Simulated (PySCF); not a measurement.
# Peak assignment

Geometry (Å), atoms numbered from 1 in this order:
```xyz
14

C     2.197   -0.840    0.258
C     0.763   -0.463    0.132
C     0.310    0.760   -0.180
C    -1.115    1.144   -0.310
C    -2.183    0.101   -0.068
O    -1.407    2.284   -0.604
H     2.408   -1.248    1.261
H     2.863    0.015    0.081
H     2.455   -1.638   -0.459
H     0.037   -1.265    0.313
H     1.006    1.585   -0.366
H    -2.134   -0.275    0.966
H    -3.163    0.560   -0.241
H    -2.057   -0.762   -0.739
```

Computed data (PySCF): shielding tensors at PBE0/pcSseg-1 (GIAO), couplings computed with B3LYP/pcJ-1 (without the spin–dipole term), PBE0-D3(BJ)/def2-SVP structure. One computed conformer, rapidly exchanging positions averaged, no solvent, non-relativistic Hamiltonian.

Chemical shifts δ = σref − σ; 13C, 1H against TMS, all at this level.

(1) Assign these signals to the numbered atoms. 13C{1H} NMR (computed): δ 198.4, 150.7, 141.6, 26.2, 21.6.

(2) Assign these signals to the numbered atoms. 1H NMR (400 MHz, computed): δ 6.61 (dq, J = 17.5, 8.1 Hz, 1H), 6.03 (dq, J = 17.5, 2.3 Hz, 1H), 2.16 (s, 3H), 2.00 (dd, J = 8.1, 2.3 Hz, 3H).

Results:

(1) 
| δ (ppm) | atoms | environment | reason |
| --- | --- | --- | --- |
| 198.4 | C4 | ketone carbonyl carbon | the double bond to the heteroatom, with no lone-pair donor beside it, deshields it most |
| 150.7 | C2 | β carbon of a C=C–C=O unit | conjugation with the carbonyl draws π density from the β position |
| 141.6 | C3 | α carbon of a C=C–C=O unit | as expected for a trigonal carbon in a double bond |
| 26.2 | C5 | methyl carbon α to a carbonyl | α to the electron-withdrawing carbonyl group |
| 21.6 | C1 | allylic methyl carbon | a saturated carbon with 1 carbon neighbour and no heteroatom attached |

(2) 
6.61 → H10, hydrogen on a β carbon of a C=C–C=O unit: olefinic region
6.03 → H11, hydrogen on an α carbon of a C=C–C=O unit: olefinic region
2.16 → H12/H13/H14, hydrogen on a methyl carbon α to a carbonyl: α to C=O
2.00 → H7/H8/H9, hydrogen on an allylic methyl carbon: allylic position

Splittings below 1 Hz are ignored in the labels, and close J values are merged. Unscaled 3J(H,H) at this level run about 10 % above measured values. Shifts are as computed. Against solution values, carbons near 30 ppm lie about +2 ppm off and those near 130 ppm about +5 ppm. Of 1211 compounds with measured shifts, 218 miss one by over three times the rms of a fit or turn the order of signals round; such compounds aren't used in these exercises.
